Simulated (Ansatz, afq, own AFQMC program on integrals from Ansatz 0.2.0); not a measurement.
## C, triplet → C⁻, quartet

A free C atom.

E(quartet, charge -1) − E(triplet, charge +0) at this geometry, on UHF and ROHF determinants.

Basis aug-cc-pVDZ. Noble-gas cores (and the filled d shells of Ga–Kr and In–Xe) are frozen. AFQMC by an in-house program on the Cholesky factors that Ansatz 0.2.0 writes for its CCSD(T) run. The CISD trial takes its coefficients from CCSD amplitudes. Released means that phaseless walkers are propagated on without the constraint, phases kept. ± is one standard error of the sampling. The errors of all members are added in quadrature.

Full CI is exact in this basis; where marked, its frozen core comes from its own orbitals, which moves totals by up to a few meV.

Errors are counted within aug-cc-pVDZ, not against nature.

Cautions: C (triplet): full CI with its own frozen core; C⁻ (quartet): full CI with its own frozen core, its ph-AFQMC/CISD value lies 21 ± 5 meV above full CI.

Reference (full CI): -111.6 kJ/mol.

```csv
level,vertical energy of electron attachment (kJ/mol),error against FCI (kJ/mol)
HF,-41.6,70.0
MP2,-112.0,-0.4
CCSD,-105.6,5.9
CCSD(T),-110.2,1.4
CCSDT,-111.1,0.5
CCSDT(Q),-111.4,0.1
ph-AFQMC/HF,-121.8 ± 4.6,-10.3 ± 4.6
ph-AFQMC/CISD,-110.3 ± 0.5,1.3 ± 0.5
released AFQMC,-110.5 ± 0.5,1.0 ± 0.5
```

Correlation beyond CCSD(T) takes off 1.4 kJ/mol. The perturbative (T) step is worth −4.5 kJ/mol.

CCSDT and higher add their correlation energy to the determinant of the CCSD(T) run, since their own runs factorise the integrals more tightly (a shift of under 2 meV). A walk keeps the symmetry of its determinant, which the program's search chose and which needn't be the lowest solution, so a lower state of the same spin and another symmetry isn't excluded. Released energies are given only where the last usable release times agree within the noise; a slower fall can still hide under it.
